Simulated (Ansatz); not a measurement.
Worked example: AlH2(SH) + BH(SH)2 → AlH(SH)2 + BH2(SH)

Gas-phase species: AlH2(SH), singlet; BH(SH)2, singlet; AlH(SH)2, singlet; BH2(SH), singlet. The partners trade H for SH: Al–H and B–SH bonds give way to Al–SH and B–H.

Shapes, held fixed at every level: PBE0-D4/def2-TZVP. Flexible molecules stand in one conformer, not always the lowest. Programs: Ansatz 0.2.0. The zero-point and thermal change to 298 K, harmonic and unscaled (PBE0-D4/def2-TZVP), is +3.9 kJ/mol.

At CCSD(T)/CBS estimate; 1 Eh = 2625.50 kJ/mol:

```
 species   energy (Eh)
AlH2(SH)   -641.618355
 BH(SH)2   -822.200004
AlH(SH)2  -1039.452999
 BH2(SH)   -424.381978
```

Work out ΔH(298 K) of the reaction at this level.


1. Products less reactants: (-1039.452999) + (-424.381978) − [(-641.618355) + (-822.200004)] = -0.016618 Eh = -43.6 kJ/mol.
2. With the thermal change: -43.6 + (+3.9) = -39.7 kJ/mol.

Other levels give -45.0 (HF/def2-TZVPP) to -25.5 kJ/mol (MP2/def2-SVP). No measured value is set beside it here. The CBS estimate extrapolates MP2 from def2-TZVPP and def2-QZVPP and adds CCSD(T) − MP2 in the triple-zeta set, cores frozen. The median of the other correlated levels is -31.0 kJ/mol.
